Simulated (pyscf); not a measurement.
## Insertion: `[Cl][In]` [singlet] + `[SH2]` → `[SH][InH][Cl]`

Gas phase, singlet surface, charge 0. Bonds broken: S3–H4. Bonds formed: In1–S3, In1–H4. PySCF, gas phase, ωB97X-D3(BJ)/def2-SVP geometries. MP2 and CC: frozen core, UHF for open shells. ΔMP2 is the change of the MP2 total energy from the triple- to the quadruple-zeta basis.

Transition state (Å):

```xyz
5

In     0.3996     1.2351    -0.6889
Cl     2.2239     1.5407    -2.1086
S     -0.2382    -1.2809    -0.2271
H     -0.9614     0.5531     0.1807
H      0.3692    -1.1296     0.9691
```

One imaginary mode, 1224i cm⁻¹; descent along it reached the two sides named, in the forms told below.

| bond | change | reactant side (Å) | saddle | product side |
|---|---|---|---|---|
| S3–H4 | breaks | 1.347 | 2.013 | 3.7 |
| In1–S3 | forms | 3.2 | 2.6 | 2.372 |
| In1–H4 | forms | 3.5 | 1.753 | 1.704 |

Electronic energies relative to the separated reactants (kcal/mol):

```
level                             barrier  reaction energy  reverse barrier
--------------------------------  -------  ---------------  ---------------
ωB97X-D3(BJ)/def2-TZVP               45.6             -8.5             54.1
PBE/def2-TZVP                        37.6             +0.6             37.0
r²SCAN/def2-TZVP                     37.8             -4.2             41.9
B3LYP-D3(BJ)/def2-TZVP               45.1             +2.3             42.8
PBE0-D3(BJ)/def2-TZVP                41.3             -3.4             44.7
M06-2X/def2-TZVP                     45.1             -3.5             48.7
ωB97M-D3(BJ)/def2-TZVP               48.8             -1.7             50.5
HF/def2-TZVP                         64.5             +0.1             64.5
MP2/def2-QZVPP                       45.7             -1.4             47.1
CCSD/def2-TZVPP                      51.0             -0.8             51.9
CCSD(T)/def2-TZVPP                   46.4             -2.1             48.4
CCSD(T)/def2-TZVPP + ΔMP2(QZVPP)     45.6             -1.7             47.4
```

With CCSD(T)/def2-TZVPP + ΔMP2(QZVPP) energies and thermal terms (ideal gas, 1 atm, RRHO with modes under 100 cm⁻¹ raised to 100, one conformer, R ln 2 for chiral ones without a mode under 150 cm⁻¹), in kcal/mol:

```
T (K)   ΔH‡   ΔG‡    ΔH     ΔG
-----  ----  ----  ----  -----
298    44.0  52.6  -2.1   +7.0
600    44.3  61.3  -1.3  +15.9
900    44.9  69.7  -0.2  +24.2
1200   45.5  77.9  +0.8  +32.2
```

On the reactant side the descent ends in a bound adduct, 8.3 kcal/mol under the separated species and 53.9 kcal/mol under the saddle at ωB97X-D3(BJ)/def2-TZVP. The same reactants have a lower exit, to HS–In [singlet] + HCl (highest point, the separated products, at +16.4 kcal/mol at ωB97M-D3(BJ), against +48.8 kcal/mol here). This is the saddle that the search found; another between the same sides may lie lower. The CCSD(T) − MP2 part came from Ansatz, without density fitting, on the same reference. The frozen core leaves the outer d or s,p core shells of the metals and heavy elements correlated in the MP2 and CC values, and def2-TZVPP describes them poorly, which can shift differences by a few kcal/mol. Elements past Kr carry the def2 core potentials, without spin-orbit coupling.
